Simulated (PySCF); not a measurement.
# Electric properties by functional and basis

Species: C5H12.
SMILES: `CC(C)(C)C`

PySCF, dipoles from the SCF density, polarisabilities from static response with core orbitals frozen. Isolated species at its PBE0-D3(BJ)/def2-SVP geometry, gas phase.

Question: Compare the levels for these properties.

Answer: 

```json
{"level": "LDA/def2-SVPD", "α (au)": "68.02", "error (%)": "-1.6", "anisotropy (au)": "0.01"}
{"level": "PBE/def2-SVPD", "α (au)": "66.79", "error (%)": "-3.3", "anisotropy (au)": "0.00"}
{"level": "B3LYP/def2-SVPD", "α (au)": "64.93", "error (%)": "-6.0", "anisotropy (au)": "0.01"}
{"level": "PBE0/def2-SVPD", "α (au)": "64.40", "error (%)": "-6.8", "anisotropy (au)": "0.00"}
{"level": "BHandHLYP/def2-SVPD", "α (au)": "62.74", "error (%)": "-9.2", "anisotropy (au)": "0.00"}
{"level": "CAM-B3LYP/def2-SVPD", "α (au)": "63.95", "error (%)": "-7.5", "anisotropy (au)": "0.00"}
{"level": "wB97X-D/def2-SVPD", "α (au)": "63.98", "error (%)": "-7.4", "anisotropy (au)": "0.02"}
{"level": "LC-wPBE/def2-SVPD", "α (au)": "62.25", "error (%)": "-9.9", "anisotropy (au)": "0.00"}
{"level": "HF/def2-SVPD", "α (au)": "60.64", "error (%)": "-12.2", "anisotropy (au)": "0.00"}
{"level": "PBE0/6-31G*", "α (au)": "54.25", "error (%)": "-21.5", "anisotropy (au)": "0.00"}
{"level": "PBE0/6-31+G*", "α (au)": "60.84", "error (%)": "-12.0", "anisotropy (au)": "0.00"}
{"level": "PBE0/def2-SVP", "α (au)": "57.01", "error (%)": "-17.5", "anisotropy (au)": "0.00"}
{"level": "PBE0/aug-cc-pVDZ", "α (au)": "66.03", "error (%)": "-4.4", "anisotropy (au)": "0.00"}
{"level": "PBE0/def2-TZVP", "α (au)": "63.63", "error (%)": "-7.9", "anisotropy (au)": "0.00"}
{"level": "PBE0/def2-TZVPD", "α (au)": "65.70", "error (%)": "-4.9", "anisotropy (au)": "0.00"}
```

Reference polarisability: 10.240 Å³ (measured, gas; NIST CCCBDB Release 22 (SRD 101), experimental polarizabilities). The anisotropy is √(½[(α1 − α2)² + (α2 − α3)² + (α3 − α1)²]). For the polarisability, the smallest error is 1.6% (LDA/def2-SVPD) and the largest 21.5% (PBE0/6-31G*). The dipole stays under 0.05 D at every level. In one basis (def2-SVPD) the functionals order the polarisability from HF (lowest) to LDA (highest), a spread of 12%. With PBE0 the polarisability is 58.30 au without diffuse functions (mean of 6-31G*, def2-SVP and def2-TZVP) and 64.24 au with them (mean of 6-31+G*, def2-SVPD, aug-cc-pVDZ and def2-TZVPD). Measured values can belong to vibrating molecules and may average over conformers; the computed ones are for one fixed geometry.
